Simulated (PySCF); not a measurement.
# [NO2]+ (SMILES O=[N+]=O) at CCSD(T)/STO-6G

Aim: the energy change on altering one bond length of [NO2]+ at CCSD(T)/STO-6G, from 2 runs. Input form: a Python script.

The results are computed with PySCF 2.14.0.

8 further runs of the same task are left out: 8 set aside as unsound or not needed.

### 1 The system as given

[NO2]+ has 3 atoms, charge +1, and is taken as a singlet. SMILES: `O=[N+]=O`. The coordinates come from a GFN2-xTB relaxation.

Bond lengths: O1–N2 1.091 Å, N2–O3 1.091 Å. Angles: O1–N2–O3 180.0°.

### 2 A single-point energy at CCSD(T)/STO-6G

Input file calc.py:

```python
# nitryl ion
from pyscf import gto, cc

molecule = gto.M(
    atom='''
O     -1.064294     1.721900    -0.389284
N     -0.000019    -0.000019     0.000000
O      1.064313    -1.721881     0.389284
''',
    basis='sto-6g',
    unit='bohr',
    charge=1,
    verbose=3,
    spin=0,
    max_memory=1860,
)

mf = molecule.RHF()
mf.conv_tol = 1e-10
mf.kernel()
if not mf.converged:
    mf = mf.newton().run(mf.mo_coeff, mf.mo_occ)

mycc = cc.CCSD(mf, frozen=3)
mycc.kernel()
e_t = mycc.ccsd_t()
etot = mycc.e_tot + e_t
print(f'total energy: {etot:.8f} hartree')
```

Command:

```sh
$ OMP_NUM_THREADS=1 python calc.py
```

The program printed:

```text
converged SCF energy = -202.830143245828
E(CCSD) = -203.0720901949443  E_corr = -0.2419469491163247
CCSD(T) correction = -0.0242670355671501
total energy: -203.09635723 hartree
```

Run time: 0.8 s. Hardware: 1 thread of Arm Neoverse V2, shared host; peak memory 0.11 GiB.

### 3 The distorted shape at the same level

Input file calc.py:

```python
from pyscf import gto, scf, cc

system = gto.M(
    atom='''
O   -1.013790   1.640149  -0.370805
N   -0.450600   0.728949  -0.164805
O    0.563210  -0.911180   0.206000
''',
    basis='sto-6g',
    max_memory=1860,
    spin=0,
    verbose=3,
    charge=1,
)

myscf = scf.RHF(system)
myscf.conv_tol = 1e-10
myscf.kernel()
if not myscf.converged:
    myscf = myscf.newton().run(myscf.mo_coeff, myscf.mo_occ)

mycc = cc.CCSD(myscf, frozen=3)
mycc.kernel()
e_t = mycc.ccsd_t()
e_tot = mycc.e_tot + e_t
print('E = %.10f Eh' % e_tot)
```

Command:

```sh
$ OMP_NUM_THREADS=1 python calc.py
```

The program printed:

```text
converged SCF energy = -202.79216549784
E(CCSD) = -203.0068797468813  E_corr = -0.2147142490417905
CCSD(T) correction = -0.00949914529734006
E = -203.0163788922 Eh
```

Run time: 0.78 s. Hardware: 1 thread of Arm Neoverse V2, shared host; peak memory 0.1 GiB.

### 4 Results

Level: CCSD(T)/STO-6G, 3 core orbitals frozen.

| quantity | value |
| --- | --- |
| first shape: total energy | -203.09636 Eh |
| first shape: HOMO energy (Hartree–Fock orbitals) | -24.27 eV |
| first shape: LUMO energy (Hartree–Fock orbitals) | -6.07 eV |
| first shape: HOMO–LUMO gap (Hartree–Fock orbitals) | 18.20 eV |
| first shape: correlation energy (3 core orbitals frozen) | -266.2 mEh |
| first shape: (T) correction | -24.27 mEh |
| first shape: T1 diagnostic | 0.019 |
| distorted shape: total energy | -203.01638 Eh |
| distorted shape: HOMO energy (Hartree–Fock orbitals) | -18.05 eV |
| distorted shape: LUMO energy (Hartree–Fock orbitals) | -8.17 eV |
| distorted shape: HOMO–LUMO gap (Hartree–Fock orbitals) | 9.88 eV |
| distorted shape: correlation energy (3 core orbitals frozen) | -224.2 mEh |
| distorted shape: (T) correction | -9.50 mEh |
| distorted shape: T1 diagnostic | 0.020 |
| energy change with the N2–O3 bond stretched from 1.091 to 1.963 Å | 2.176 eV |

In words: With the N2–O3 bond stretched from 1.091 to 1.963 Å the energy rises by 2.18 eV (50 kcal/mol). The first shape isn't relaxed at this level, so the change isn't measured from a minimum. The minimal basis adds a large error of its own. Mulliken charges (first shape) of the mean-field density run from +0.20 on O1 to +0.59 on N2; they depend strongly on the basis. The triples (first shape) make up 9.1 % of the correlation energy. The T1 diagnostic (distorted shape) of 0.020 is above the customary mark for such species, so a single reference may not serve. The triples (distorted shape) make up 4.2 % of the correlation energy.
